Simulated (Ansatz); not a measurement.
Consider a ladder of basis sets of BFH2Si, SMILES B[Si]F (the Ansatz DFT code, driven from Python).

`basis_bfh2si.py`
```python
# -*- coding: utf-8 -*-
import ansatz as az


def main():
    system = (
        az.Crystal.molecule()
        .atom("B", (-0.7236, -0.0007, 0.0545))
        .atom("Si", (1.0604, -0.5979, 0.5275))
        .atom("F", (2.1952, 0.2356, -0.4002))
        .atom("H", (-1.0208, 1.1346, 0.1881))
        .atom("H", (-1.5113, -0.7716, -0.37))
    )

    model = (
        system.calculation()
        .functional("HF")
        .spin("collinear", total=2)
    )

    energies = {}
    for basis in ["STO-3G", "6-31G", "6-31G*", "def2-SVP", "def2-SVPD", "def2-TZVP", "def2-TZVPP"]:
        summary = model.basis(gaussian=basis).run(threads=1, pin="off").report
        size = summary["n_frozen"] + summary["n_occupied"][0] + summary["n_virtual"][0]
        energies[basis] = (summary["reference_energy_ev"] / 27.211386246, summary["free_energy_ev"] / 27.211386246)
        print(f"{basis:14s} {size:4d} orbitals  reference {energies[basis][0]:14.6f} Ha  total {energies[basis][1]:14.6f} Ha")

    last = energies["def2-TZVPP"][1]
    for basis, (_, total) in energies.items():
        print(f"{basis:14s} lies {27.211386 * (total - last):9.4f} eV above def2-TZVPP")


if __name__ == "__main__":
    main()
```

How far does the total energy move along this ladder of basis sets?

Against STO-3G: 6-31G -5021.4 mHa, 6-31G* -5081.9 mHa, def2-SVP -4903.1 mHa, def2-SVPD -4917.5 mHa, def2-TZVP -5166.8 mHa and def2-TZVPP -5167.4 mHa. The last step alone is -0.58 mHa (these two sets differ little on atoms other than hydrogen).

The output:

Output of `python basis_bfh2si.py`:
```text
STO-3G           21 orbitals  reference    -409.058633 Ha  total    -409.058633 Ha
6-31G            35 orbitals  reference    -414.079995 Ha  total    -414.079995 Ha
6-31G*           53 orbitals  reference    -414.140548 Ha  total    -414.140548 Ha
def2-SVP         56 orbitals  reference    -413.961685 Ha  total    -413.961685 Ha
def2-SVPD        83 orbitals  reference    -413.976168 Ha  total    -413.976168 Ha
def2-TZVP       111 orbitals  reference    -414.225449 Ha  total    -414.225449 Ha
def2-TZVPP      132 orbitals  reference    -414.226028 Ha  total    -414.226028 Ha
STO-3G         lies  140.6120 eV above def2-TZVPP
6-31G          lies    3.9738 eV above def2-TZVPP
6-31G*         lies    2.3260 eV above def2-TZVPP
def2-SVP       lies    7.1931 eV above def2-TZVPP
def2-SVPD      lies    6.7990 eV above def2-TZVPP
def2-TZVP      lies    0.0158 eV above def2-TZVPP
def2-TZVPP     lies    0.0000 eV above def2-TZVPP
```

Reading the output:
- The drop along the ladder measures the basis error, and is no property of the molecule.
- The geometry is a force-field or estimated start, not a minimum of this method, and the last set is no limit. Much of the fall in a total is atomic energy, which cancels in bond and reaction energies.
- The species is open-shell (spin multiplicity 3).
- Totals across families of basis sets mostly measure their core functions.
- By the engine's processor time: 9.7 s on 1 thread of Intel(R) Xeon(R) Processor @ 2.30GHz (shared host), peak memory 0.32 GiB.
